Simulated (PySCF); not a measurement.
# F₂: from the state search to spectroscopic constants

What are the lowest state that PBE0 finds, the bond length, vibrational wavenumber and bond energy of F₂, and how much do these hang on the method?

Program: PySCF 2.14.0. Level of theory: F def2-SVP, no relativity. These are calculated values, not measurements.

### Step 1. Input

A driver script around PySCF takes these settings:

```json
{
  "atoms": "F, F",
  "charge": "0",
  "basis": "F def2-SVP",
  "Hamiltonian": "no relativity",
  "basis functions": "28",
  "electrons treated": "18",
  "masses in u": "18.9984, 18.9984",
  "levels": "PBE0, PBE, r²SCAN, M06, TPSS, BHandHLYP, HSE06, HF, MP2, SCS-MP2, CCSD, CCSD(T)",
  "grid": "80 radial by 434 angular points",
  "occupations": "held fixed by the projection of orbital angular momentum",
  "dissociation limit": "F + F, each in its ground configuration",
  "starting distance in angstrom": "1.230",
  "values of 2S to try": "0, 2"
}
```

Started as:

```sh
OMP_NUM_THREADS=1 python dia.py task.json out
```

The runs that follow: First curve: PBE0; Excited determinants; PBE (GGA); r²SCAN; M06; TPSS (meta-GGA); BHandHLYP; HSE06 (range-separated hybrid); RHF; MP2 and coupled cluster.

Before running it: what results should come out? Wanted: for each run, Re; ωe; De.

The runs gave:

Lowest PBE0 solution found, without spin–orbit coupling: ¹Σg⁺ (singlet), closed shell. State 2 has its PBE0 minimum 1.65 eV higher. The other levels ran on the lowest alone.

```
      level  Re (Å)  ωe (cm⁻¹)  De (eV)
        RHF   1.334       1222    -1.53
    RHF-MP2   1.407        972     1.43
RHF-SCS-MP2   1.419        924     1.33
   RHF-CCSD   1.414        929     1.07
RHF-CCSD(T)   1.435        834     1.27
        PBE   1.411        988     2.42
       TPSS   1.415        992     2.09
     r²SCAN   1.400       1025     1.73
       PBE0   1.377       1080     1.57
        M06   1.377       1057     1.59
      HSE06   1.379       1073     1.55
  BHandHLYP   1.362       1134     0.73
```

De is counted to F + F in their ground configurations.

Differences from CCSD(T) in the same basis:

```
      level  Re (mÅ)  ωe (%)
        RHF     -101   +46.5
    RHF-MP2      -28   +16.5
RHF-SCS-MP2      -16   +10.8
   RHF-CCSD      -22   +11.4
        PBE      -24   +18.5
       TPSS      -20   +19.0
     r²SCAN      -35   +22.9
       PBE0      -59   +29.5
        M06      -58   +26.7
      HSE06      -57   +28.6
  BHandHLYP      -74   +36.0
```

Judged by CCSD(T) in the same basis: best bond length RHF-SCS-MP2 (-16 mÅ), worst RHF (-101 mÅ); best wavenumber RHF-SCS-MP2 (+10.8 %), worst RHF (+46.5 %). Hartree–Fock falls on the short and stiff side, its usual fault. CCSD(T) in a basis this small is itself some way from its limit, more so than the functionals. Among the levels with a De in the table, it runs from -1.53 eV (RHF) to 2.42 eV (PBE).

Correlated steps freeze 2 core orbitals. A negative De means that the minimum lies above the separated atoms at that level. At BHandHLYP the stretched side of the curve climbs above De, by a hump or because the determinant held fixed goes to a higher limit.
